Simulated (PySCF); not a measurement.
**A barrier at the coupled-cluster level**

Start structure (AlH2ClO, singlet), relaxed at PBE0-D4/def2-TZVP:

Al1  (0.418, -0.245, -0.109)
Cl2  (-0.656, -1.602, -1.291)
H3  (1.974, -0.339, 0.009)
O4  (-0.401, 0.966, 0.726)
H5  (-1.348, 1.091, 0.703)
(Å)

The step: AlH₂ClO ([OH][AlH][Cl]) → AlHO ([OH][Al]) + HCl; bonds formed: Cl2–H3; bonds broken: Al1–Cl2, Al1–H3. Program: PySCF 2.14 with density fitting (its default auxiliary sets; JK sets also for MP2 and CCSD(T)). Basis: def2-TZVPP and def2-QZVPP. Cores are frozen in the correlated methods. Extrapolation: Hartree–Fock as exp(−7.88 √X), correlation as X^−2.97. Energies below are by CCSD(T) at an estimated basis limit (MP2 extrapolated from triple and quadruple zeta, plus CCSD(T) − MP2 in triple zeta).

(1) What are the electronic barrier and the energy of the step, from the start structure to the end structure? (Judge from chemistry; the value comes from the calculation.)

T1 diagnostic: at most 0.018. The restricted Hartree–Fock reference is unstable towards an unrestricted one at one or more of these structures.

## Answers

(1) The calculation gives: Barrier 72.93 kcal/mol; step energy 52.62 kcal/mol (uphill); reverse barrier, their difference, 20.31 kcal/mol. Barrier and step energy count from the start structure, the reverse barrier from the end structure.

The saddle point: One imaginary mode of 1006i cm⁻¹.
```json
{"pair": "Cl2–H3", "start (Å)": "3.19", "saddle (Å)": "1.65", "end (Å)": "1.30"}
{"pair": "Al1–Cl2", "start (Å)": "2.10", "saddle (Å)": "2.54", "end (Å)": "3.91"}
{"pair": "Al1–H3", "start (Å)": "1.56", "saddle (Å)": "1.70", "end (Å)": "2.61"}
```

Zero-point energy (harmonic, PBE0-D4): ZPE is 13.90 kcal/mol at the start and 11.42 kcal/mol at the saddle, so the barrier goes from 72.93 to 70.46 kcal/mol.

First-order rate constant out of the start structure at 498 K by transition-state theory, with harmonic vibrational free energies alone and no tunnelling: ΔA‡ = 69.71 kcal/mol, so k = (kB T/h) exp(−ΔA‡/kB T) ≈ 10^-18 s⁻¹ (an order of magnitude at best: rotation, the number of equivalent paths and anharmonicity are left out).

Labels in which every atom is bracketed show which atoms are joined, not bond orders.

For scale, one of the runs: CCSD(T)/def2-TZVPP, 143 basis functions, launched by `OMP_NUM_THREADS=4 python run.py`. Time: 120 s of wall clock on 4 CPU threads of an AMD EPYC; the host was shared. Peak host memory: 0.8 GiB.
